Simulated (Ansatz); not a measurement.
# AlCS (quartet): geometry optimisation

Aim: relax a generated start of AlCS (quartet) and see which bonds hold.

Method: UKS PBE0/def2-TZVP; program: Ansatz 0.2.0, Gaussian basis.

## Step 1: The system as given

3 atoms, charge 0, spin multiplicity 4.

Atoms are counted from 1 here; the program's logs count them from 0.

Bond lengths: Al1–S2 2.156 Å, S2–C3 1.650 Å. Angles: Al1–S2–C3 146.5°.

The start was built by rule and, where that kept it together, relaxed with GFN2-xTB. Sticks and bond lists go by distance. 

## Step 2: The run

in.yaml

```yaml
crystal:
  periodic: [false, false, false]
  atoms:
    - {symbol: Al, position_ang: [-1.559019, -0.240232, -0.002416]}
    - {symbol: S, position_ang: [0.529694, 0.294436, 0.002564]}
    - {symbol: C, position_ang: [2.088147, -0.246385, -0.001416]}
basis:
  gaussian: {orbitals: def2-TZVP}
magnetization: {spin_polarized: true, initial_magnetization: 3}
hamiltonian: {xc: pbe0}
relax: {f_tol: 0.004, max_steps: 80}
```

Started as:

```bash
> ansatz run in.yaml --threads 1 --pin off --events-out ev --progress --plain --max-ram 2176MiB
```

Before running it: what results should come out? Wanted: energy gained; shift from the start; total energy; dipole moment; ⟨S²⟩.

As calculated:

| quantity | value |
| --- | --- |
| steps | 15 |
| energy gained | 1.859 eV |
| shift from the start (rms) | 0.930 Å |
| total energy | -18457.7584 eV |
| dipole moment | 3.47 D |
| ⟨S²⟩ | 3.767 |

What this shows: By distance, Al1–C3 formed. Al1–C3 went from 3.647 to 1.847 Å. No vibrations were run, so this is a stationary point, not a proven minimum, and this spin need not be the ground state's.
